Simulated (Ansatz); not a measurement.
# H5Si2: the cost of one run

Method: DFT unrestricted PBE0, Gaussian basis def2-TZVPP, and further levels as typed in the inputs, in Ansatz 0.2.0.

## Step 1: The starting structure

Bond lengths: Si1–Si2 2.325 Å, Si1–H3 1.486 Å, Si1–H4 1.486 Å, Si1–H5 1.490 Å, Si2–H6 1.488 Å, Si2–H7 1.488 Å. Angles: Si1–Si2–H6 114.6°, Si1–Si2–H7 114.6°, H6–Si2–H7 109.9°, Si2–Si1–H3 109.0°, Si2–Si1–H4 109.0°, Si2–Si1–H5 112.8°, H3–Si1–H4 109.0°, H3–Si1–H5 108.5°, H4–Si1–H5 108.5°.

Coordinates:

```xyz
7

Si   -0.9598    0.0742   -0.0550
Si    1.2859   -0.4597    0.2268
H    -1.5955   -0.9508   -0.9237
H    -1.6296    0.0672    1.2720
H    -1.1607    1.4122   -0.6783
H     2.0197    0.4294    1.1680
H     2.0525   -0.5983   -1.0413
```

## Step 2: Harmonic vibrations: H5Si2

It takes the final geometry of an earlier run.

File input.yaml:

```yaml
crystal:
  periodic: [false, false, false]
  atoms:
    - { symbol: Si, position_ang: [-0.95978011, 0.07424985, -0.05498213] }
    - { symbol: Si, position_ang: [1.28586371, -0.45973399, 0.22678511] }
    - { symbol: H, position_ang: [-1.59554013, -0.95075081, -0.92367974] }
    - { symbol: H, position_ang: [-1.62962456, 0.06718509, 1.27195047] }
    - { symbol: H, position_ang: [-1.16072792, 1.41223633, -0.67829928] }
    - { symbol: H, position_ang: [2.0197081, 0.42935661, 1.16800452] }
    - { symbol: H, position_ang: [2.05248091, -0.59833308, -1.04127896] }
magnetization:
  spin_polarized: true
  initial_magnetization: 1
basis:
  gaussian: { orbitals: def2-TZVPP }
hamiltonian:
  xc: pbe0
phonons: {}
```

Command:

```bash
> ansatz run input.yaml --threads 4 --pin off --max-ram 14336MiB --backend cpu --events-out ev --progress --plain --runs-dir out
```

**Question.** How long does this run take on 4 threads of Arm Neoverse N1, shared host, and how much memory does it need?

About 76 s, with a peak of 0.34 GiB.
